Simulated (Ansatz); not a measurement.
Results of r²SCAN+SOC in Ansatz (plane waves, PAW) for Cd2P3I (C2/c, No. 15; cell taken from a computed entry).

Numerical settings: plane-wave cutoff 560 eV, 6×6×4 k mesh (along the axes of the cell as run), Fermi–Dirac smearing 0.01 eV, PAW data made under PBE.

Cell (relaxed with PBEsol):

Cd2IP3 is taken in the monoclinic space group C2/c (No. 15), Pearson symbol mS24. Conventional cell: a = 8.207 Å, b = 9.252 Å, c = 7.473 Å, α = 90.00°, β = 99.69°, γ = 90.00°. Cd on 8f is coordinated by 3 P at 2.564–2.629 Å and 1 I at 2.983 Å and 1 I at 3.222 Å and 1 I at 3.736 Å. P1 on 4e sees 2 P at 2.206 Å and 2 Cd at 2.564 Å (tetrahedral). P2 on 8f is coordinated by 2 P at 2.190–2.206 Å and 2 Cd at 2.585–2.629 Å (tetrahedral). I on 4e is surrounded by 2 Cd at 2.983 Å and 2 Cd at 3.222 Å and 2 Cd at 3.736 Å. (Neighbours: up to the widest gap in distance over summed covalent radii, below 1.35, at either atom; cation-cation and far metal-metal contacts left out.)
(The calculation used a cell of 12 atoms; values per cell refer to that cell.)

Task: Predict the band gap, smallest direct gap on the k points sampled and Γ–Γ gap.

Result: 
- band gap = 1.50 eV (indirect)
- smallest direct gap on the k points sampled = 1.92 eV
- Γ–Γ gap = 2.28 eV

Note: cell and atoms aren't relaxed at this level (largest force component 0.18 eV/Å, pressure 2.1 GPa).

Computed values are for the static lattice.

It cost about 24 core-minutes (a rough figure) of CPU time.

Ansatz is an electronic-structure program.
